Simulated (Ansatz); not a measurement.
in.yaml

```yaml
crystal:
  periodic: [false, false, false]
  atoms:
    - {symbol: N, position_ang: [0.000000, 0.000000, 0.000000]}
    - {symbol: O, position_ang: [0.000000, 0.000000, 1.903000]}
basis:
  gaussian: {orbitals: "6-31G*"}
magnetization: {spin_polarized: false, initial_magnetization: 3}
correlation: {active_space: {window: {electrons: 9, orbitals: 7}, states: [{multiplicity: 4, weights: [0.5, 1, 1, 1]}, {multiplicity: 6, weights: [1]}]}}
scf: {lower_state_search: off}
```

```sh
$ ansatz run in.yaml --threads 1 --pin off --events-out ev --progress --plain --max-ram 2393MiB
```

The program prints:

```
these checks for a lower state are left out or cut short: stability, starts, cluster_reference, orbital_swaps, neighbouring_geometries, increment
448 factors; integrals over basis functions are off by at most 1.3e-7 eV
mean field evaluation 1: about -3510.0823 eV, gradient 1.9e1 eV
mean field evaluation 2: about -3510.0835 eV, gradient 1.9e1 eV
mean field evaluation 4: about -3511.7354 eV, gradient 4.8e0 eV
mean field evaluation 8: about -3511.8315 eV, gradient 1.0e-1 eV
mean field -3511.83157788 eV, -129.0574300823 hartree, gradient 1.7e-6 eV, S^2 3.750000; 0 other end points of the search recorded, 0 dependent functions left out
reference -3511.83157788 eV, -129.0574300823 hartree; 9, 6 occupied and 21, 24 virtual orbitals, 448 factors
state -3514.57210160 eV, -129.1581424712 hartree
state -3514.56004386 eV, -129.1576993574 hartree
state -3513.10765652 eV, -129.1043251073 hartree
state -3512.34165860 eV, -129.0761752030 hartree
state -3512.99762793 eV, -129.1002816310 hartree
Total energy: -3513.39845282 eV, -129.1150116743 hartree
Checks for a lower state left out: stability, starts, cluster_reference, orbital_swaps, neighbouring_geometries, increment
```

The total printed last is the weighted mean of the 5 states, 1.174 eV above the lowest of them, and is no single state's energy.

Ran on 1 thread of Arm Neoverse V2, shared host: 0.21 s wall, 0.15 GiB peak host memory.
